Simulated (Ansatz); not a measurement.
Reaction (SMILES): C=C=O → 2 C atom + 2 H atom + O atom
B3LYP-D3(BJ)/def2-TZVP geometries, fixed; electronic energies without zero-point terms.
Largest species:
```xyz
5

C      0.0091     0.0017    -1.2056
C     -0.0008    -0.0001     0.1027
H      0.0282     0.9401    -1.7377
H     -0.0018    -0.9351    -1.7406
O     -0.0096    -0.0018     1.2620
```
Charge 0, spin multiplicity 1.

Basis-set convergence of the atomisation energy at PBE with Ansatz (a first-principles code). Cartesian d functions, on some or all atoms, in 6-31G**; all else is spherical. The program fits the integrals of some runs and decomposes those of others, by size. Open shells are unrestricted. No added dispersion term, no relativity. Functions are those of the species that has most. Reference: the value in aug-pcseg-3, 558.32 kcal/mol, itself unsure by roughly 0.25 kcal/mol (its mean distance from aug-cc-pVQZ, cc-pV5Z, def2-QZVPPD). Deviations are taken from unrounded values.

| basis | functions | atomisation energy (kcal/mol) | minus reference (kcal/mol) |
|---|---|---|---|
| STO-3G | 17 | 598.08 | 39.75 |
| cc-pVDZ | 52 | 551.60 | -6.72 |
| pcseg-1 | 52 | 551.52 | -6.81 |
| 6-31G** | 55 | 558.50 | 0.17 |
| 6-311G** | 66 | 556.81 | -1.51 |
| def2-SVPD | 79 | 562.66 | 4.33 |
| pcseg-2 | 118 | 558.23 | -0.10 |
| jun-cc-pV(T+d)Z | 145 | 557.04 | -1.28 |
| aug-pcseg-3 | 353 | 558.32 | 0.00 |
